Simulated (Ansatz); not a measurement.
Coupled-cluster run, `C=C1CN=CO1`.

```yaml
crystal:
  periodic: [false, false, false]
  atoms:
    - {symbol: C, position_ang: [-0.602313, -1.145418, 1.307851]}
    - {symbol: C, position_ang: [-0.253414, -0.335144, 0.323861]}
    - {symbol: C, position_ang: [1.014317, 0.431878, 0.046016]}
    - {symbol: N, position_ang: [0.751475, 1.130850, -1.208080]}
    - {symbol: C, position_ang: [-0.420211, 0.805126, -1.531054]}
    - {symbol: O, position_ang: [-1.111708, -0.041655, -0.721731]}
    - {symbol: H, position_ang: [0.094136, -1.352478, 2.108250]}
    - {symbol: H, position_ang: [-1.577774, -1.611567, 1.332729]}
    - {symbol: H, position_ang: [1.883599, -0.222934, -0.062594]}
    - {symbol: H, position_ang: [1.247984, 1.151907, 0.835595]}
    - {symbol: H, position_ang: [-0.960891, 1.132535, -2.410344]}
basis:
  gaussian: {orbitals: def2-TZVPP}
correlation: {method: ccsd_t}
output: {orbitals: {seedname: orbitals}}
```

```sh
$ ansatz run in.yaml --threads 4 --pin off --events-out ev --progress --plain --max-ram 10444MiB
```

Output of Ansatz, abridged:

```
Functional definition: HF
1573 factors; integrals over basis functions are off by at most 8.7e-4 eV
mean field evaluation 1: about -7717.2231 eV, gradient 4.0e1 eV
mean field evaluation 2: about -7717.6134 eV, gradient 4.0e1 eV
mean field evaluation 4: about -7721.5776 eV, gradient 5.5e0 eV
mean field evaluation 8: about -7721.6801 eV, gradient 5.1e-1 eV
mean field evaluation 16: about -7721.6819 eV, gradient 2.3e-6 eV
mean field -7721.68190077 eV, -283.7665759092 hartree, gradient 2.3e-6 eV, S^2 0.000000; 0 other end points of the search recorded, 0 dependent functions left out
6 core orbitals not correlated: weight in the atoms' cores, before any rotation towards them, 1.000 or more for the frozen orbitals, at most 0.000 for the correlated occupied ones
reference -7721.68190077 eV, -283.7665759092 hartree; 16, 16 occupied and 234, 234 virtual orbitals, 1573 factors
second order -28.86383472 eV of doubles, -0.00000000 eV of singles
cycle   1  -28.64897703 eV  change    2.1e-1 eV  update   1.2e-1
cycle   2  -29.40506989 eV  change   -7.6e-1 eV  update   3.9e-2
cycle   3  -29.58570699 eV  change   -1.8e-1 eV  update   2.0e-2
cycle   4  -29.56949377 eV  change    1.6e-2 eV  update   5.2e-3
cycle   5  -29.56803706 eV  change    1.5e-3 eV  update   2.5e-3
cycle   6  -29.56961810 eV  change   -1.6e-3 eV  update   7.0e-4
cycle   7  -29.56919963 eV  change    4.2e-4 eV  update   2.9e-4
cycle   8  -29.56903273 eV  change    1.7e-4 eV  update   9.7e-5
cycle   9  -29.56904930 eV  change   -1.7e-5 eV  update   4.6e-5
cycle  10  -29.56904801 eV  change    1.3e-6 eV  update   1.6e-5
perturbative correction -1.41030182 eV, -0.0518276359 hartree
Total energy: -7752.66125060 eV, -284.9050460169 hartree
```

It took 2.4 min on 4 threads of an Arm Neoverse V2 on a shared host, with 6.3 GiB of host memory at the peak.

Correlation energy per correlated electron: -0.968 eV. T1 diagnostic: 0.0140.
